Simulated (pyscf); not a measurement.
Thermochemistry of product channels of O=Ge=O + H• on the doublet surface, in kcal/mol, from CCSD(T)/def2-TZVPP + ΔMP2(QZVPP) energies (ideal gas, 1 atm, RRHO with modes under 100 cm⁻¹ raised to 100, one conformer, R ln 2 for chiral ones without a mode under 150 cm⁻¹). Structures and frequencies: ωB97X-D3(BJ)/def2-SVP in PySCF. MP2 and CC: frozen core, UHF for open shells. ΔMP2 is the change of the MP2 total energy from the triple- to the quadruple-zeta basis.

```csv
products,ΔE,ΔH(298 K),ΔG(900 K),ΔG(1200 K)
OH• + O=Ge: [singlet],-33.9,-30.6,-38.9,-40.8
O [triplet] + [O=GeH]•,+55.3,+56.1,+46.0,+43.0
```

These are energies of the channels, which say nothing of barriers. The CCSD(T) − MP2 part came from Ansatz, without density fitting, on the same reference. An open-shell T1 diagnostic exceeds 0.045. The frozen core leaves the outer d or s,p core shells of the metals and heavy elements correlated in the MP2 and CC values, and def2-TZVPP describes them poorly, which can shift differences by a few kcal/mol. Left out: orbital degeneracy and the spin-orbit lowering of OH, O. Elements up to Kr have no core potential and no relativistic terms here.
